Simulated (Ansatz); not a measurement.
```yaml
crystal:
  periodic: [false, false, false]
  atoms:
    - {symbol: F, position_ang: [-1.757700, -0.116667, 0.000000]}
    - {symbol: Si, position_ang: [-0.195300, 0.233333, 0.000000]}
    - {symbol: Ge, position_ang: [1.953000, -0.116667, 0.000000]}
basis:
  gaussian: {orbitals: def2-TZVP}
magnetization: {spin_polarized: true, initial_magnetization: 1}
hamiltonian: {xc: pbe0}
relax: {f_tol: 0.004, max_steps: 80}
```

```sh
$ ansatz run in.yaml --threads 1 --pin off --events-out ev --progress --plain --max-ram 2176MiB
```

Steps of the relaxation (energy above the last step; positions in Å, forces in eV/Å):

```
3
step 1, 20.3 meV
F    -1.758   -0.117    0.000    0.167    0.103    0.000
Si   -0.195    0.233    0.000   -0.558   -0.086    0.000
Ge    1.953   -0.117    0.000    0.391   -0.016    0.000
```

```
3
step 2, 12.5 meV
F    -1.770   -0.104    0.000    0.123    0.074    0.000
Si   -0.202    0.214    0.000   -0.162   -0.104    0.000
Ge    1.972   -0.109    0.000    0.039    0.030    0.000
```

```
3
step 3, 8.2 meV
F    -1.781   -0.081    0.000    0.086    0.049    0.000
Si   -0.204    0.174    0.000    0.010   -0.086    0.000
Ge    1.984   -0.093    0.000   -0.096    0.037    0.000
```

```
3
step 6, 7.1 meV
F    -1.805    0.052    0.000    0.617   -0.050    0.000
Si   -0.194   -0.053    0.000   -0.612    0.057    0.000
Ge    1.999    0.002    0.000   -0.005   -0.007    0.000
```

```
3
step 9, 0.0 meV
F    -1.794    0.019    0.000    0.001    0.000    0.000
Si   -0.200    0.002    0.000    0.000    0.000    0.000
Ge    1.994   -0.021    0.000   -0.001    0.000    0.000
```

Close pairs at the end: F1–Si2 1.594 Å, Si2–Ge3 2.193 Å.

A stationary point of unrestricted PBE0 after 9 steps, with ⟨S²⟩ = 0.755 against 0.75 for a pure state; no frequencies were run, so it isn't proven a minimum. 11 min on 1 thread of Arm Neoverse N1, shared host.
